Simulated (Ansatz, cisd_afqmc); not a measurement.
System: CH5S, charge 1, singlet. CH5S+ (SMILES [SH2+]C).
B3LYP-D3(BJ)/def2-TZVP minimum from Ansatz (a first-principles code):
```
C
H 1 1.0854
H 1 1.0884 2 112.00
H 1 1.0884 2 112.00 3 -124.31
S 1 1.8264 2 110.57 3 117.85
H 5 1.3531 1 100.09 2 -47.98
H 5 1.3531 6 94.02 1 -101.00
```
Charge +1, spin multiplicity 1.

Total energies in cc-pV(D+d)Z, 14 correlated electrons, 6 frozen orbitals. Radicals and triplets start from unrestricted determinants; spin-orbit coupling is neglected. Cores are frozen in correlated methods. No relativity. AFQMC is phaseless with a CISD trial state; ± is one standard error, without the phaseless bias. Outlying blocks are dropped, and bars are widened where a walk drifts. Over all cases where full CI ran beside it in this data, AFQMC minus full CI had a median of +0.1 mEh and passed +0.4 mEh in a tenth of the cases.

```
method         program         energy (Eh)  minus CCSDT(Q) (mEh)
----------  ----------  ------------------  --------------------
HF              Ansatz          -438.03741                336.21
MP2             Ansatz          -438.32335                 50.27
CCSD            Ansatz          -438.36355                 10.08
CCSD(T)         Ansatz          -438.37230                  1.33
CCSDT(Q)        Ansatz          -438.37362                  0.00
AFQMC/CISD  cisd_afqmc  -438.3734 ± 0.0006             0.2 ± 0.6
```

Rough core times of Ansatz's runs on a shared machine: CCSD(T) under 20 s, CCSDT(Q) 60 s.
